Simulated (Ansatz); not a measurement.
# AlH₂+ (triplet): B3LYP, wB97X-V over a scan of the distance Al1–H2, cc-pVQZ

Aim: run AlH₂+ (triplet) with these functionals over a scan of the distance Al1–H2, and hold them against the top wave-function level at the same points.

Computed with Ansatz 0.2.0, Gaussian basis. Level: cc-pVQZ, all electrons in the functionals.

To be run: B3LYP, wB97X-V, at 1.382 Å; 1.570 Å; 1.722 Å; 1.887 Å; 2.118 Å; 2.373 Å; 2.798 Å; 3.231 Å; 3.875 Å; 4.586 Å; 5.942 Å.

4 further runs of the same task are left out: 4 for a known fault of the program. Runs told in other sessions of the task aren't counted.

## Step 1: The system

The geometry derives from a PBE0/def2-TZVP stationary point (not a proven minimum). One bond is set to the value named and the two fragments are kept rigid.

3 atoms, charge 1, spin multiplicity 3.

Atoms are counted from 1 here; the program's logs count them from 0.

Bond lengths: Al1–H2 1.722 Å, Al1–H3 1.722 Å. Angles: H2–Al1–H3 63.0°.

No dispersion term is added; wB97X-V holds VV10 nonlocal correlation. B3LYP takes the VWN-RPA correlation.

The geometry shown and the zero of energy belong to the point 1.722 Å. The yardstick, FCI, and other wave-function levels (R restricted, U unrestricted, valence and pair active spaces) come from earlier runs.

## Step 2: B3LYP, 1.382 Å

in.yaml

```yaml
crystal:
  periodic: [false, false, false]
  atoms:
    - {symbol: Al, position_ang: [0.000000, 0.006177, -0.092011]}
    - {symbol: H, position_ang: [0.000000, 0.728051, 1.086471]}
    - {symbol: H, position_ang: [0.000000, -0.893402, 1.376580]}
basis:
  gaussian: {orbitals: cc-pVQZ}
total_charge: 1
magnetization: {spin_polarized: true, initial_magnetization: 2}
hamiltonian: {xc: {name: B3LYP}}
```

The run is started by

```sh
$ ansatz run in.yaml --threads 2 --pin off --events-out ev --progress --plain --max-ram 24576MiB --backend cuda --devices 0, --max-vram 18GiB
```

After this run come: B3LYP, 1.570 Å; B3LYP, 1.722 Å; B3LYP, 1.887 Å; B3LYP, 2.118 Å; B3LYP, 2.373 Å; B3LYP, 2.798 Å; B3LYP, 3.231 Å; B3LYP, 3.875 Å; B3LYP, 4.586 Å; B3LYP, 5.942 Å; wB97X-V, 1.382 Å; wB97X-V, 1.570 Å; wB97X-V, 1.722 Å; wB97X-V, 1.887 Å; wB97X-V, 2.118 Å; wB97X-V, 2.373 Å; wB97X-V, 2.798 Å; wB97X-V, 3.231 Å; wB97X-V, 3.875 Å; wB97X-V, 4.586 Å; wB97X-V, 5.942 Å.

**Question.** What will the summary of the whole plan be? Wanted: span of the FCI curve; largest miss, B3LYP; largest miss, wB97X-V.

The runs gave:

| quantity | value |
| --- | --- |
| span of the FCI curve | 14.1 kcal/mol |
| largest miss, B3LYP | +0.7 kcal/mol (5.942 Å) |
| largest miss, wB97X-V | -1.2 kcal/mol (3.875 Å) |

Of the functionals, B3LYP keep the smallest largest miss at the points compared (at most 0.7 kcal/mol) and wB97X-V strays most (1.2 kcal/mol, at 3.875 Å). Functionals and the yardstick converge differently with the basis, so part of each miss in cc-pVQZ is the basis.
